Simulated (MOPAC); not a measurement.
MOPAC input (PM6):

```
PM6 1SCF CHARGE=1 GEO-OK AUX(PRECISION=9) THREADS=1
CH5S

C    -0.03415619 1    1.19399997 1   -0.12080902 1
S    -0.02347166 1   -0.61225806 1    0.14914978 1
H     1.25486952 1   -0.89535581 1   -0.19243828 1
H    -1.07686297 1    1.49906130 1   -0.05446919 1
H     0.53441517 1    1.62178100 1    0.70286010 1
H     0.40044527 1    1.43812083 1   -1.08501611 1
H    -0.53238339 1   -1.03147827 1   -1.03247883 1
```

Output:

```
 *******************************************************************************
 **                                                                           **
 **                              MOPAC v23.2.5                                **
 **                                                                           **
 *******************************************************************************
 ** MOPAC's Digital Object Identifier: https://doi.org/10.5281/zenodo.6511958 **
 **                                                                           **
 ** Please cite the open-source release paper for use of this MOPAC version:  **
 ** J. E. Moussa and J. J. P. Stewart (2026)                                  **
 ** MOPAC: An open-source semiempirical molecular orbital program             **
 ** J. Open Source Softw., 11(119), 8025, https://doi.org/10.21105/joss.08025 **
 *******************************************************************************

                              PM6 CALCULATION RESULTS

 *******************************************************************************
 *  PM6        - The PM6 Hamiltonian to be used
 *  GEO-OK     - OVERRIDE INTERATOMIC DISTANCE AND OTHER SAFETY CHECKS
 *
 *
 *
 *                 CHARGE ON SYSTEM = +1
 *
 *
 *
 *  1SCF       - DO 1 SCF AND THEN STOP
 *  AUX        - OUTPUT AUXILIARY INFORMATION
 *******************************************************************************
PM6 1SCF CHARGE=1 GEO-OK AUX(PRECISION=9) THREADS=1
 CH5S

   ATOM   CHEMICAL          X               Y               Z
  NUMBER   SYMBOL      (ANGSTROMS)     (ANGSTROMS)     (ANGSTROMS)

     1       C         -0.03415619  *   1.19399997  *  -0.12080902  *
     2       S         -0.02347166  *  -0.61225806  *   0.14914978  *
     3       H          1.25486952  *  -0.89535581  *  -0.19243828  *
     4       H         -1.07686297  *   1.49906130  *  -0.05446919  *
     5       H          0.53441517  *   1.62178100  *   0.70286010  *
     6       H          0.40044527  *   1.43812083  *  -1.08501611  *
     7       H         -0.53238339  *  -1.03147827  *  -1.03247883  *

          CARTESIAN COORDINATES

    NO.       ATOM           X           Y           Z

     1         C         -0.0342      1.1940     -0.1208
     2         S         -0.0235     -0.6123      0.1491
     3         H          1.2549     -0.8954     -0.1924
     4         H         -1.0769      1.4991     -0.0545
     5         H          0.5344      1.6218      0.7029
     6         H          0.4004      1.4381     -1.0850
     7         H         -0.5324     -1.0315     -1.0325

 General Reference for PM6:
 "Optimization of Parameters for Semiempirical Methods V: Modification of NDDO Approximations
 and Application to 70 Elements", J. J. P. Stewart, J. Mol. Mod., 13, 1173-1213 (2007)
 URL: https://link.springer.com/article/10.1007/s00894-007-0233-4

           Empirical Formula: C H5 S  =     7 atoms

      MOLECULAR POINT GROUP   :   Cs

      RHF CALCULATION, NO. OF DOUBLY OCCUPIED LEVELS = 7

 -------------------------------------------------------------------------------
 PM6 1SCF CHARGE=1 GEO-OK AUX(PRECISION=9) THREADS=1
 CH5S

     1SCF WAS SPECIFIED, SO BFGS WAS NOT USED
     SCF FIELD WAS ACHIEVED

                              PM6 CALCULATION
                                                       MOPAC v23.2.5 Linux

          FINAL HEAT OF FORMATION =        166.52178 KCAL/MOL =     696.72713 KJ/MOL

          COSMO AREA              =         84.12 SQUARE ANGSTROMS
          COSMO VOLUME            =         67.07 CUBIC ANGSTROMS

          IONIZATION POTENTIAL    =         16.085697 EV
          HOMO LUMO ENERGIES (EV) =        -16.086 -6.034
          NO. OF FILLED LEVELS    =          7
          MOLECULAR WEIGHT        =         49.1105         POINT GROUP:  Cs

          MOLECULAR DIMENSIONS (Angstroms)

            Atom       Atom       Distance
            H     4    H     3     3.34503
            H     7    H     5     3.11180
            H     6    S     2     2.01675

          SCF CALCULATIONS        =          1

   ATOM   CHEMICAL          X               Y               Z
  NUMBER   SYMBOL      (ANGSTROMS)     (ANGSTROMS)     (ANGSTROMS)

     1       C         -0.03415619  *   1.19399997  *  -0.12080902  *
     2       S         -0.02347166  *  -0.61225806  *   0.14914978  *
     3       H          1.25486952  *  -0.89535581  *  -0.19243828  *
     4       H         -1.07686297  *   1.49906130  *  -0.05446919  *
     5       H          0.53441517  *   1.62178100  *   0.70286010  *
     6       H          0.40044527  *   1.43812083  *  -1.08501611  *
     7       H         -0.53238339  *  -1.03147827  *  -1.03247883  *

                             CARTESIAN COORDINATES

   1    C       -0.034156190     1.193999970    -0.120809020
   2    S       -0.023471660    -0.612258060     0.149149780
   3    H        1.254869520    -0.895355810    -0.192438280
   4    H       -1.076862970     1.499061300    -0.054469190
   5    H        0.534415170     1.621781000     0.702860100
   6    H        0.400445270     1.438120830    -1.085016110
   7    H       -0.532383390    -1.031478270    -1.032478830

           Empirical Formula: C H5 S  =     7 atoms

      MOLECULAR POINT GROUP   :   Cs

                  EIGENVALUES
 -36.38160 -29.34218 -21.75741 -20.82907 -19.51757 -19.35898 -16.08570  -6.03387
  -5.92969  -4.95442  -4.26288  -4.25595  -4.09351  -2.96244  -2.63694  -0.13492
  -0.09916   0.74176

              NET ATOMIC CHARGES AND DIPOLE CONTRIBUTIONS

  ATOM NO.   TYPE          CHARGE      No. of ELECS.   s-Pop       p-Pop       d-Pop
    1          C          -0.598729        4.5987     1.12647     3.47226
    2          S           0.597165        5.4028     1.82691     3.36186     0.21407
    3          H           0.155038        0.8450     0.84496
    4          H           0.233841        0.7662     0.76616
    5          H           0.233841        0.7662     0.76616
    6          H           0.223806        0.7762     0.77619
    7          H           0.155038        0.8450     0.84496
 DIPOLE           X         Y         Z       TOTAL
 POINT-CHG.     0.447    -1.316    -0.737     1.573
 HYBRID         0.136     0.395    -0.354     0.548
 SUM            0.583    -0.920    -1.091     1.542

          ATOMIC ORBITAL ELECTRON POPULATIONS

     Atom    s        px        py        pz      x^2-y^2     xz        z^2       yz        xy
    1  C   1.12647   1.25623   0.97161   1.24442
    2  S   1.82691   1.06532   0.98193   1.31461   0.06464   0.03505   0.05006   0.03729   0.02702
    3  H   0.84496
    4  H   0.76616
    5  H   0.76616
    6  H   0.77619
    7  H   0.84496

 **********************
 *                    *
 * JOB ENDED NORMALLY *
 *                    *
 **********************

 == MOPAC DONE ==
```

The dipole moment of an ion depends on the origin.
